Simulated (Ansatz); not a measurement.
**C2HFO (SMILES OC#CF): one structure at several levels**

The task here is to estimate one member of a computed series from the others.

The runs use Ansatz 0.2.0, Gaussian basis; single points in def2-TZVPP.

Cores are frozen in the correlated methods. B3LYP uses VWN-RPA correlation.

### The starting structure

SMILES `OC#CF`, 5 atoms, charge 0, spin multiplicity 1.

Atoms are counted from 1 here; the program's logs count them from 0.

Bond lengths: O1–C2 1.290 Å, O1–H5 0.967 Å, C2–C3 1.204 Å, C3–F4 1.301 Å. Angles: C2–O1–H5 111.7°, O1–C2–C3 161.8°, C2–C3–F4 157.2°.

Geometry (Å):

```xyz
5
C2HFO
O     0.5458    1.3242    0.0947
C     0.0934    0.1194    0.1811
C    -0.0811   -1.0546   -0.0226
F    -0.5189   -2.2589    0.2033
H    -0.0295    1.8837   -0.4440
```

Set-up of the first run:

Input file run/in.yaml:

```yaml
crystal:
  periodic: [false, false, false]
  atoms:
    - {symbol: O, position_ang: [0.545800, 1.324200, 0.094700]}
    - {symbol: C, position_ang: [0.093400, 0.119400, 0.181100]}
    - {symbol: C, position_ang: [-0.081100, -1.054600, -0.022600]}
    - {symbol: F, position_ang: [-0.518900, -2.258900, 0.203300]}
    - {symbol: H, position_ang: [-0.029500, 1.883700, -0.444000]}
basis:
  gaussian: {orbitals: def2-TZVPP}
correlation: {method: ccsd_t}
output: {forces: true}
```

No record of the launch command was kept for these runs.

Steps of the session up to this table: CCSD(T)/def2-TZVPP; PBE0-D4/def2-TZVPP; wB97M-V/def2-TZVPP; r2SCAN-D4/def2-TZVPP; PBE-D4/def2-TZVPP; revPBE-D4/def2-TZVPP; B3LYP-D4/def2-TZVPP.

One table of the session follows, with a row left open; its other results are not shown here.

| method | RMS force component (eV/Å) | angle to CCSD(T) forces (°) | dipole (D) |
| --- | --- | --- | --- |
| CCSD(T) | 0.640 | reference | 2.19 |
| PBE0-D4 | 0.517 | 33.8 | 2.24 |
| wB97M-V | 0.597 | 41.2 | 2.23 |
| r2SCAN-D4 | 0.464 | 15.5 | 2.23 |
| PBE-D4 | ? | ? | ? |
| revPBE-D4 | 0.619 | 26.7 | 2.16 |
| B3LYP-D4 | 0.482 | 30.6 | 2.24 |

Estimate the missing values for PBE-D4.

As computed: RMS force component (eV/Å): 0.573; angle to CCSD(T) forces (°): 26.9; dipole (D): 2.18. In the column «RMS force component (eV/Å)» it lies between PBE0-D4 (0.517) and wB97M-V (0.597).
